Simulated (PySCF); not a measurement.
# C4H10O: the cost of one run

Computed with PySCF 2.14.0, with density-fitted response routines of our own, on a single molecule, in the gas phase or a continuum. Atoms are numbered from 0 throughout.

## 1. The starting structure

15 atoms, charge 0, multiplicity 1; geometry from: GFN2-xTB. The atoms were then displaced at random by about 0.01 Å, so the start is not that level's minimum.

Bonds of the start (Å): C0–O1 1.44, O1–C2 1.43, C2–C3 1.50, C2–C4 1.53, C0–H5 1.09, C0–H6 1.09, C0–H7 1.07, C2–H8 1.14, C3–H9 1.07, C3–H10 1.13, C3–H11 1.08, C4–H12 1.09, C4–H13 1.11, C4–H14 1.09.

## 2. Relaxing the molecule at PBE0-D3(BJ)/def2-TZVP

What the job is given:

```
{"job": {"xc": "PBE0", "basis": "def2-TZVP", "d3": "d3bj", "grid": 2, "shake": 0.01, "kind": "geom"}, "charge": 0, "multiplicity": 1}
C      2.033760    -0.381560    -0.159130
O      0.900890     0.410960    -0.546900
C     -0.269950     0.249460     0.251160
C     -1.160990     1.395870    -0.106850
C     -0.930380    -1.110540     0.033080
H      2.243780    -0.213170     0.898030
H      2.860750    -0.008080    -0.764070
H      1.876040    -1.419170    -0.359070
H      0.039070     0.345430     1.341530
H     -0.699230     2.344980     0.057490
H     -2.095870     1.352440     0.523030
H     -1.469870     1.314700    -1.143020
H     -1.179370    -1.226900    -1.021610
H     -1.870920    -1.141130     0.616340
H     -0.293060    -1.930670     0.372750
```

Launch:

```bash
$ OMP_NUM_THREADS=1 python probes_run.py task.json out
```

One launch serves the whole session: the jobs run in the order shown.

Q: Estimate the wall time and peak memory of this first job on 1 thread of Arm Neoverse V1, shared host.

About 2.5 min, with a peak of 1.2 GiB.
